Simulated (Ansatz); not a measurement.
# C₂H₄FNO: up Jacob's ladder to CCSD(T)

An exercise on one series of results from a longer session: the logs are not shown, and one member is left open.

Computed with Ansatz 0.2.0, Gaussian basis. Level: functionals in def2-TZVPP, the program's frozen cores in correlated methods.

Plan: LDA (SPW92), PBE-D4, revPBE-D4, BLYP-D4, r2SCAN-D4, B97M-V, PBE0-D4, B3LYP-D4, r2SCANh-D4, r2SCAN0-D4, HSE06-D4, BHLYP-D4, CAM-B3LYP-D4, LC-ωPBE, ωB97X-V, ωB97M-V, B2PLYP, PBE-QIDH; CCSD(T)/def2-SVP; CCSD(T)/def2-TZVPP; MP2/def2-QZVPP; extrapolation to the limit; RPA on PBE.

## The relaxed structure

An earlier PBE0-D4 in a triple-zeta def2 set relaxation fixed the geometry.

SMILES `OC/N=C\F`, 9 atoms, charge 0, spin multiplicity 1.

Atoms are counted from 1 here; the program's logs count them from 0.

Bond lengths: O1–C2 1.394 Å, O1–H6 0.962 Å, C2–N3 1.443 Å, C2–H7 1.100 Å, C2–H8 1.093 Å, N3–C4 1.239 Å, C4–F5 1.345 Å, C4–H9 1.086 Å. Angles: C2–O1–H6 107.5°, O1–C2–N3 110.6°, O1–C2–H7 111.7°, O1–C2–H8 106.5°, N3–C2–H7 107.6°, N3–C2–H8 112.3°, H7–C2–H8 108.2°, C2–N3–C4 121.5°, N3–C4–F5 124.4°, N3–C4–H9 124.4°, F5–C4–H9 111.1°.

Set-up of the first run:

Contents of in.yaml:

```yaml
crystal:
  periodic: [false, false, false]
  atoms:
    - {symbol: O, position_ang: [-0.192058, 0.389194, 1.942157]}
    - {symbol: C, position_ang: [-0.512719, 0.051988, 0.628095]}
    - {symbol: N, position_ang: [0.614264, 0.280867, -0.243586]}
    - {symbol: C, position_ang: [0.722145, -0.304633, -1.329637]}
    - {symbol: F, position_ang: [-0.166843, -1.195375, -1.805234]}
    - {symbol: H, position_ang: [0.250513, 1.243145, 1.922517]}
    - {symbol: H, position_ang: [-1.352975, 0.651797, 0.248343]}
    - {symbol: H, position_ang: [-0.820369, -0.996796, 0.642672]}
    - {symbol: H, position_ang: [1.546641, -0.166588, -2.022629]}
basis:
  gaussian: {orbitals: def2-TZVPP}
hamiltonian: {xc: lda}
output: {orbitals: {seedname: orbitals}}
```

Started as:

```sh
> ansatz run in.yaml --threads 2 --pin off --events-out ev --progress --plain --max-ram 4352MiB
```

Among the steps run: LDA; PBE-D4 (GGA); revPBE-D4 (GGA); BLYP-D4 (GGA); r2SCAN-D4 (meta-GGA); B97M-V (meta-GGA); PBE0-D4 (hybrid); B3LYP-D4 (hybrid); r2SCANh-D4 (hybrid); r2SCAN0-D4 (hybrid); HSE06-D4 (hybrid); BHLYP-D4 (hybrid); CAM-B3LYP-D4 (range-separated); LC-ωPBE (range-separated); ωB97X-V (range-separated); ωB97M-V (range-separated); B2PLYP (double hybrid); PBE-QIDH (double hybrid).

One table of the session follows, with a row left open; its other results are not shown here.

It belongs to the step «Orbital energies across the functionals». 

| functional | HOMO (eV) | gap (eV) |
| --- | --- | --- |
| LDA (SPW92) | -6.66 | 4.99 |
| PBE-D4 | -6.52 | 5.12 |
| revPBE-D4 | -6.46 | 5.16 |
| BLYP-D4 | -6.45 | 5.14 |
| r2SCAN-D4 | ? | ? |
| B97M-V | -7.02 | 5.93 |
| PBE0-D4 | -8.19 | 7.89 |
| B3LYP-D4 | -7.96 | 7.36 |
| r2SCANh-D4 | -7.50 | 6.74 |
| r2SCAN0-D4 | -8.43 | 8.27 |
| HSE06-D4 | -7.78 | 7.09 |
| BHLYP-D4 | -9.73 | 10.60 |
| CAM-B3LYP-D4 | -9.69 | 10.55 |
| LC-ωPBE | -11.02 | 13.17 |
| ωB97X-V | -10.69 | 12.75 |
| ωB97M-V | -10.61 | 12.56 |

Estimate the missing values for r2SCAN-D4.

Worked estimate for «HOMO (eV)». Against the share of exact exchange, r2SCANh-D4 (0.1, -7.50), r2SCAN0-D4 (0.25, -8.43) give a slope of -6.20 per unit share; at 0 the line stands at -6.88.

As computed: HOMO (eV): -6.88; gap (eV): 5.71. In «HOMO (eV)» the line misses by 0.00.
